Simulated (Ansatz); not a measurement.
Relaxation of H₆Si₂ (8 atoms, charge 0, multiplicity 1), to a largest force component of 0.03 eV/Å in at most 50 steps.

The calculation used Ansatz, RKS PBE/def2-SVP.

```xyz
8
Properties=species:S:1:pos:R:3:forces:R:3
Si -1.076 0.219 -0.086 0.28 0.01 0.08
Si 1.496 -0.043 2.157 0.05 0.03 0.68
H 0.262 -0.649 2.761 0.04 0.01 -0.03
H 2.699 -0.866 2.521 0.01 -0.01 0.01
H 1.679 1.373 2.619 -0.03 -0.01 0.02
H 1.450 -0.041 0.676 -0.34 0.02 -0.74
H -0.413 1.082 -1.187 0.03 0.01 0.00
H -0.574 -1.074 -0.767 -0.04 -0.06 -0.02
```

Task: Where does it end, and by what steps?

Result: The run converged. After 14 steps the energy has fallen by 2.375 eV; H6 moved furthest, 1.79 Å. Parted: Si2–H6 (1.48 → 3.21 Å). Joined: Si1–Si2 (3.42 → 2.36 Å), Si1–H6 (2.65 → 1.51 Å).

| step | energy less start (eV) | largest force component (eV/Å) | accepted |
| --- | --- | --- | --- |
| 0 | 0.0000 | 0.741 | yes |
| 1 | -0.1394 | 0.451 | yes |
| 2 | -0.3094 | 0.519 | yes |
| 3 | -0.4278 | 0.826 | yes |
| 4 | -0.5504 | 0.354 | yes |
| 5 | -0.5944 | 0.534 | yes |
| 6 | -0.6371 | 0.393 | yes |
| 7 | -0.7299 | 0.450 | yes |
| 8 | -0.9822 | 1.034 | yes |
| 9 | -1.4380 | 1.187 | yes |
| 10 | -1.8561 | 0.919 | yes |
| 11 | -2.1635 | 0.546 | yes |
| 12 | -2.3036 | 0.223 | yes |
| 13 | -2.3653 | 0.044 | yes |
| 14 | -2.3749 | 0.014 | yes |

```xyz
8
Properties=species:S:1:pos:R:3
Si 0.292 -0.086 -0.023
Si 1.085 0.086 2.198
H 0.345 -0.865 3.100
H 2.553 -0.248 2.254
H 0.895 1.486 2.721
H 1.203 -0.968 -0.835
H 0.242 1.273 -0.672
H -1.092 -0.678 -0.049
```

Whether the end is a true minimum wasn't checked by a vibrational analysis.

Time of the run: 21 s on 1 thread of AMD EPYC 7R43 64-Core Processor (Zen 3), with other jobs on the host, peak memory 0.13 GiB.
